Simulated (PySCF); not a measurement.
# Structure from 2D NMR

Compound of formula C4H8N2. Correlations simulated from computed shifts and the bond graph:

HSQC (one-bond C–H):
```
  δH     δC
6.75  126.8
5.50  121.1
5.46  121.1
2.03   23.4
```

COSY cross peaks (H two or three bonds apart, from the bond graph; peaks can be absent where the dihedral angle is near 90°):
```
  δH    δH
6.75  5.50
6.75  5.46
5.50  5.46
```

HMBC (two and three bonds, from the bond graph):
```
  δH                  δC
6.75  138.6, 121.1, 23.4
5.50        138.6, 126.8
5.46        138.6, 126.8
2.03        138.6, 126.8
```

Carbons without hydrogens: δ 138.6.

All values are calculated (PySCF): GFN2-xTB geometry, shielding tensors at PBE0/pcSseg-1 (GIAO). In vacuum, equivalent nuclei averaged, non-relativistic, one computed conformer.

Shifts are taken against calculated references (same method and geometry level): TMS for 1H (σ = 31.72 ppm), 13C (σ = 186.93 ppm).

Exchangeable hydrogens are left out of these lists.

Which molecule is this?

Answers

SMILES C=C/C(C)=N\N.

Structure with atom numbers: `[CH2:1]=[CH:2]/[C:3]([CH3:4])=[N:5]\[NH2:6]`. Each H is labelled by its parent atom. Ha(C1) is cis to C3; Hb(C1) is trans to C3.

1. δC 138.6 is C3, a C=N carbon.
2. δC 126.8 is C2, an alkene CH (δH 6.75).
3. δC 121.1 is C1, a terminal =CH2 carbon (δH 5.46, 5.50).
4. δC 23.4 is C4, a methyl carbon (δH 2.03).
5. HMBC from δH 6.75 reaches the proton-free carbon C3.
6. HMBC from δH 5.50 reaches the proton-free carbon C3.
7. HMBC from δH 5.46 reaches the proton-free carbon C3.
8. HMBC from δH 2.03 reaches the proton-free carbon C3.
9. COSY links 6.75–5.50, 6.75–5.46, 5.50–5.46.

The data come from this structure; uniqueness wasn't tested.

The OH or NH signal is concentration- and solvent-dependent in practice; the value given is the gas-phase one. Shifts are as computed. Against solution values, carbons near 30 ppm lie about +3 ppm off and those near 130 ppm about +5 ppm. Of 1211 compounds with measured shifts, 218 miss one by over three times the rms of a fit or turn the order of signals round; such compounds aren't used in these exercises.
